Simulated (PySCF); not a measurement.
**Computed data sheet: `CCOC` (C3H8O)**

C3H8O.
Cartesian coordinates in Å at the GFN2-xTB level; atoms count from 1:
```
atom  x, y, z in Å
C1     1.3975    0.3835    0.1315
C2     0.4792   -0.7139   -0.4036
O3    -0.7647   -0.2499   -0.8775
C4    -1.6303    0.2300    0.1199
H5     1.5040    1.1726   -0.6087
H6     2.3771   -0.0352    0.3449
H7     1.0002    0.8133    1.0477
H8     0.9413   -1.1924   -1.2708
H9     0.3213   -1.4758    0.3762
H10   -2.5979    0.3756   -0.3573
H11   -1.2917    1.1863    0.5344
H12   -1.7348   -0.4948    0.9374
```

Among its groups: ether.

GFN2-xTB geometry:

```yaml
Point_group_of_the_GFN2-xTB_geometry: C1
Rotational_constants_A_B_C_of_the_GFN2-xTB_geometry: 15.807, 5.261, 4.520 GHz
```

**PBE0/def2-SVPD ground state and vertical TDDFT (core frozen in the response) (PySCF)**

```yaml
Dipole_moment: 1.34 D
HOMO_energy: -7.37 eV
LUMO_energy: 0.78 eV
HOMO–LUMO_gap: 8.15 eV
Lowest_singlet_excitation: 6.96 eV (178 nm, f = 0.014)
Strongest_line_among_the_8_lowest_singlet_transitions: S4 at 8.21 eV (151 nm, f = 0.050)
Lowest_triplet_excitation_Tamm–Dancoff: 6.80 eV
Static_isotropic_polarisability: 44.3 au
Electronic_spatial_extent_⟨r²⟩_about_the_centre_of_nuclear_charge: 335 bohr²
```

From delta-SCF UKS SCAN, pcX-2 on the ionised atom, pcseg-1 elsewhere, spin-free X2C (PySCF):

```yaml
Core_binding_energies: C1s 290.6 (C1), C1s 292.0 (C2), C1s 292.1 (C4), O1s 538.2 (O3) eV
```

Monoisotopic mass from the formula: 60.0575 u.

S1 lies 1.19 eV below the HOMO–LUMO gap; its leading configuration is HOMO→LUMO, weight 0.97. The polarisability is 6.56 Å³ as a volume (1 au = 0.148185 Å³), or 1.30 au for each of the 34 electrons. A dipole of 1.34 D is allowed in C1, and pure rotational transitions are dipole-allowed. The vertical singlet–triplet gap S1 − T1 is 0.16 eV (TDDFT singlet less Tamm–Dancoff triplet; S1: HOMO→LUMO, weight 0.97; T1: HOMO→LUMO, weight 0.95).

Geometry: GFN2-xTB, one conformer, isolated molecule.

For the TDDFT job (PBE0/def2-SVPD), time: 11 s of wall time. Hardware: one thread of an Arm Neoverse V1 (shared host).
